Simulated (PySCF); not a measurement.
## HNB⁺, quintet: reading a ladder of total energies

Geometry: that of the HNB, quartet, kept fixed. The triplet lies 4.3 eV lower here.

```xyz
3

B     0.0000    0.0798    0.8638
N     0.0000   -0.1176   -0.5879
H     0.0000    0.7790   -1.0947
```

Basis 6-31G; PySCF 2.14.0. Correlated methods freeze the noble-gas cores, which leaves 8 electrons in 18 orbitals. R marks a restricted (for open shells ROHF) determinant, U an unrestricted one.

Full CI is exact within this basis and frozen core; it isn't the basis-set limit. The frozen core follows each run's orbitals, which can shift R against U totals by a few meV.

Restricted and unrestricted runs freeze slightly different cores, so the step to full CI, which has another core, is uncertain by up to 0.1 kcal/mol.

| level | total energy (hartree) |
| --- | --- |
| UHF | -79.133156 |
| UMP2 | -79.197971 |
| UCCSD | -79.214591 |
| UCCSD(T) | -79.215593 |
| UCCSDT | -79.215897 |
| full CI | -79.215940 |

Q: What is the correlation energy at full CI, and what share of it do UMP2 and UCCSD(T) recover?

A: E(corr) = -79.215940 − (-79.133156) = -0.082784 hartree = -2.253 eV. UMP2: -0.064815 / -0.082784 = 78.29 %. UCCSD(T): -0.082437 / -0.082784 = 99.58 %.

Q: By how many kcal/mol does UCCSD(T) miss full CI (1 hartree = 627.509 kcal/mol), and which steps make up the rest?

A: -79.215593 − (-79.215940) = 0.000347 hartree = 0.22 kcal/mol. Steps: UCCSDT − UCCSD(T) = -0.19, full CI − UCCSDT = -0.03 kcal/mol. That is within 1 kcal/mol of the reference in this basis, which itself misses far more of the correlation at the basis-set limit.
